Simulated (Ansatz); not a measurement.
Start from `N=COCF` and change one atom or group to get `CCOCF`.

Ansatz, PBE0-D4/def2-TZVP geometries, multiplicity 1. Each molecule was computed in one conformer, which needn't be the lowest.

| property | `N=COCF` |
| --- | --- |
| HOMO–LUMO gap (ωB97M-V/def2-TZVPP) / eV | 13.24 |
| zero-point energy (PBE0-D4/def2-TZVP) / kJ/mol | 177.2 |
| HOMO–LUMO gap (PBE/def2-TZVPP) / eV | 5.85 |
| LUMO energy (ωB97M-V/def2-TZVPP) / eV | 2.42 |
| HOMO–LUMO gap (PBE0/def2-TZVPP) / eV | 8.60 |
| ideal-gas entropy at 298 K and 1 bar (rigid rotor, harmonic PBE0-D4/def2-TZVP) / J/(mol·K) | 308 |

(1) What does the change do to each property? (Estimate.)

Answers

(1) Ansatz gave: 
| property | `CCOCF` | shift |
| --- | --- | --- |
| HOMO–LUMO gap (ωB97M-V/def2-TZVPP) / eV | 13.57 | 0.33 |
| zero-point energy (PBE0-D4/def2-TZVP) / kJ/mol | 267.3 | 90.1 |
| HOMO–LUMO gap (PBE/def2-TZVPP) / eV | 7.33 | 1.48 |
| LUMO energy (ωB97M-V/def2-TZVPP) / eV | 2.82 | 0.40 |
| HOMO–LUMO gap (PBE0/def2-TZVPP) / eV | 9.73 | 1.13 |
| ideal-gas entropy at 298 K and 1 bar (rigid rotor, harmonic PBE0-D4/def2-TZVP) / J/(mol·K) | 323 | 15 |

With PBE0 the HOMO rises by 0.09 eV and the LUMO rises by 1.23 eV, so the gap widens by about 1.14 eV. PBE moves the HOMO by 0.06 eV and ωB97M-V by 0.07 eV. The zero-point energy changes by 90.1 kJ/mol with +9 modes.
